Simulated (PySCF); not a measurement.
# C6H10: magnetic properties

Computed with PySCF 2.14.0 and routines of our own; the level stands in each step. Atoms count from 0.

## (1) The system as given

16 atoms, charge 0, multiplicity 1; geometry from: GFN2-xTB.

## (2) Magnetic properties: GIAO PBE0/pcSseg-1

What the job is given:

```
{"job": {"kind": "mag", "xc": "PBE0", "basis": "pcSseg-1", "isotopologues": 2}, "charge": 0, "multiplicity": 1}
C      2.198811    -0.076062     0.276433
C      0.725762    -0.397741     0.241426
C     -0.109705     0.222268    -0.838616
C     -1.514659    -0.365199    -0.798240
C     -1.654100     0.113869     0.662692
C     -0.245760     0.690423     0.589709
H      2.592688    -0.194534     1.284683
H      2.372808     0.948871    -0.042863
H      2.751469    -0.741345    -0.385085
H      0.490078    -1.410756     0.550878
H      0.324646     0.719536    -1.690545
H     -2.210501     0.125876    -1.475053
H     -1.570672    -1.443210    -0.952487
H     -2.426406     0.869353     0.790981
H     -1.796318    -0.668918     1.408511
H      0.064260     1.616513     1.046056
```

Level: GIAO PBE0/pcSseg-1 magnetisability, rotational g tensor and spin-rotation constants, non-relativistic, gas phase.

Run with:

```console
$ OMP_NUM_THREADS=1 python excited_run.py task.json out
```

This one command runs all jobs of the session in turn.

**Question.** How long does this first job take on 1 thread of Arm Neoverse V1, shared host, and how much memory does it need?

About 17 s, with a peak of 0.73 GiB.
